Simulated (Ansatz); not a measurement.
Task: a ladder of basis sets of FHSi, SMILES F[SiH], with the Ansatz DFT code, driven from Python. Give the script and its output. Level of theory (for the species named): B3LYP, STO-3G basis, multiplicity 1. The script varies basis: STO-3G, 6-31G, 6-31G*, def2-SVP, def2-SVPD, def2-TZVP, def2-TZVPP.

```yaml
atoms:
  - { symbol: F, position_ang: [-1.1126, 0.0759, -0.6090] }
  - { symbol: Si, position_ang: [0.1728, 0.5400, 0.1561] }
  - { symbol: H, position_ang: [0.9288, -0.6807, 0.4397] }
```

Script `run_basis.py`:
```python
"""How the energy of FHSi converges with the basis."""

import ansatz as az


def main() -> None:
    geometry_ang = [
        ("F", (-1.1126, 0.0759, -0.609)),
        ("Si", (0.1728, 0.54, 0.1561)),
        ("H", (0.9288, -0.6807, 0.4397)),
    ]
    geometry = az.Crystal.molecule()
    for symbol, xyz in geometry_ang:
        geometry = geometry.atom(symbol, xyz)

    model = geometry.calculation().functional("B3LYP")

    energies = {}
    for basis in ["STO-3G", "6-31G", "6-31G*", "def2-SVP", "def2-SVPD", "def2-TZVP", "def2-TZVPP"]:
        data = model.basis(gaussian=basis).run(threads=1, backend="cpu").report
        size = data["n_frozen"] + data["n_occupied"][0] + data["n_virtual"][0]
        energies[basis] = (data["reference_energy_ev"] / 27.211386246, data["free_energy_ev"] / 27.211386246)
        print(f"{basis:14s} {size:4d} orbitals  reference {energies[basis][0]:14.6f} Ha  total {energies[basis][1]:14.6f} Ha")

    last = energies["def2-TZVPP"][1]
    for basis, (_, total) in energies.items():
        print(f"{basis:14s} lies {27.211386 * (total - last):9.4f} eV above def2-TZVPP")


if __name__ == "__main__":
    main()
```

```console
$ python run_basis.py
STO-3G           15 orbitals  reference    -385.055909 Ha  total    -385.055909 Ha
6-31G            24 orbitals  reference    -389.857723 Ha  total    -389.857723 Ha
6-31G*           36 orbitals  reference    -389.918883 Ha  total    -389.918883 Ha
def2-SVP         37 orbitals  reference    -389.765757 Ha  total    -389.765757 Ha
def2-SVPD        55 orbitals  reference    -389.778050 Ha  total    -389.778050 Ha
def2-TZVP        74 orbitals  reference    -390.003833 Ha  total    -390.003833 Ha
def2-TZVPP       87 orbitals  reference    -390.004172 Ha  total    -390.004172 Ha
STO-3G         lies  134.6491 eV above def2-TZVPP
6-31G          lies    3.9851 eV above def2-TZVPP
6-31G*         lies    2.3208 eV above def2-TZVPP
def2-SVP       lies    6.4876 eV above def2-TZVPP
def2-SVPD      lies    6.1531 eV above def2-TZVPP
def2-TZVP      lies    0.0092 eV above def2-TZVPP
def2-TZVPP     lies    0.0000 eV above def2-TZVPP
```

Against STO-3G: 6-31G -4801.8 mHa, 6-31G* -4863.0 mHa, def2-SVP -4709.8 mHa, def2-SVPD -4722.1 mHa, def2-TZVP -4947.9 mHa and def2-TZVPP -4948.3 mHa. The last step alone is -0.34 mHa (these two sets differ little on atoms other than hydrogen).

What to keep in mind:
- The drop along the ladder measures the basis error, and is no property of the molecule.
- The geometry is a force-field or estimated start, not a minimum of this method, and the last set is no limit. Much of the fall in a total is atomic energy, which cancels in bond and reaction energies.
- b3lyp holds the VWN-RPA fit, as in Gaussian; the form of ORCA and Turbomole is b3lyp5.
- Totals across families of basis sets mostly measure their core functions.
- Hardware and time: 4.2 s on 1 thread of Arm Neoverse V1, on a shared host, peak memory 0.17 GiB.

(Lines on the test bed's own set-up are left out of the output.)
